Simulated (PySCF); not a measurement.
# C2H7OP: the cost of one run

Computed with PySCF 2.14.0, with density-fitted response routines of our own, on a single molecule in the gas phase. Atoms are numbered from 0 throughout.

## (1) Starting geometry

11 atoms, charge 0, multiplicity 1; geometry from: GFN2-xTB. The atoms were then displaced at random by about 0.01 Å, so the start is not that level's minimum.

Bonds of the start (Å): C0–P1 1.81, P1–C2 1.81, P1–O3 1.48, C0–H4 1.09, C0–H5 1.13, C0–H6 1.07, P1–H7 1.40, C2–H8 1.10, C2–H9 1.11, C2–H10 1.07.

## (2) Relaxing the molecule at PBE0-D3(BJ)/def2-SVP

Job settings and geometry (Å):

```
{"job": {"xc": "PBE0", "basis": "def2-SVP", "d3": "d3bj", "grid": 1, "shake": 0.01, "kind": "geom"}, "charge": 0, "multiplicity": 1}
C     -1.406010    -0.153640     0.444150
P      0.087540     0.750380    -0.048690
C      1.335000    -0.519880    -0.391130
O      0.552090     1.788020     0.898140
H     -1.731790    -0.863560    -0.315440
H     -2.217460     0.614310     0.581350
H     -1.225950    -0.622750     1.392960
H     -0.198140     1.254110    -1.320250
H      2.247940    -0.011840    -0.728350
H      1.591450    -1.010330     0.570790
H      1.003440    -1.250640    -1.099210
```

Started as:

```
OMP_NUM_THREADS=1 python probes_run.py task.json out
```

One launch serves the whole session: the jobs run in the order shown.

**Question.** How long does this first job take on 1 thread of Arm Neoverse V2, shared host, and how much memory does it need?

About 21 s, with a peak of 0.39 GiB.
